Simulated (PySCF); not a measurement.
Molecule: phosphabenzene (c1ccpcc1, C₅H₅P).

Bonds (- single, = double, # triple, : aromatic): C1:C2 1.396 Å, C2:C3 1.391 Å, C3:P4 1.738 Å, P4:C5 1.738 Å, C5:C6 1.391 Å, C6:C1 1.396 Å. C1 carries H7; C2 carries H8; C3 carries H9; C5 carries H10; C6 carries H11.

Geometry PBE0-D3(BJ)/def2-SVP throughout; GIAO in PySCF 2.14.0 with density-fitted response routines, gas phase, one conformer, non-relativistic; equivalent atoms averaged; basis pcSseg-2.

For orientation, LC-wPBE gives these absolute shieldings σ: C3/C5 10.4, C2/C6 37.2, C1 44.3, P4 40.7, H9/H10 21.95, H8/H11 22.99, H7 23.45 ppm.

A run gave: C3/C5 17.2, C2/C6 43.3, C1 48.3, P4 86.0, H9/H10 22.27, H8/H11 23.28, H7 23.71 ppm (absolute shieldings σ).

**Question.** Which functional was used in that run?
A. B97-2
B. BHandHLYP
C. CAM-B3LYP
D. WP04
E. wB97X-D

**Answer.** A. P4 tells them apart best: B97-2 gives 86.0, CAM-B3LYP gives 39.2, BHandHLYP gives 64.7, WP04 gives 43.2, wB97X-D gives 64.6 ppm.
